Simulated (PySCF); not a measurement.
## Working with the constants of BCl⁺

UHF-CCSD(T) constants of BCl⁺, ²Σ⁺ (doublet), unpaired electrons σ ↑ (basis B def2-TZVPPD, Cl def2-TZVPPD; no relativity; PySCF 2.14; masses 11.0093 and 34.9689 u):

| Item | Value |
| --- | --- |
| ωe | 1138.5 cm⁻¹ |
| ωexe | 6.61 cm⁻¹ |
| Be | 0.78234 cm⁻¹ |
| αe | 0.00613 cm⁻¹ |
| De to B⁺ + Cl | 3.48 eV |

What force constant and bond length do these constants imply?

Reduced mass μred = 8.3732 u; k = 5.8918×10⁻⁷·μred·ωe² (u, cm⁻¹, mdyn/Å) = 6.39 mdyn/Å; Re = √(16.8576/(μred·Be)) (u, cm⁻¹, Å) = 1.604 Å.

Estimate the centrifugal constant D from the Kratzer relation and find the Dunham coefficient a1.

D = 4Be³/ωe² = 1.48e-06 cm⁻¹; a1 = −1 − αeωe/(6Be²) = -2.90.

Correlated steps freeze 6 core orbitals. For an ion De counts to the pair picked by the measured ionisation energies or electron affinities, which need not be the lowest pair at this level. The state was picked by a PBE0 search and need not be the measured ground state.
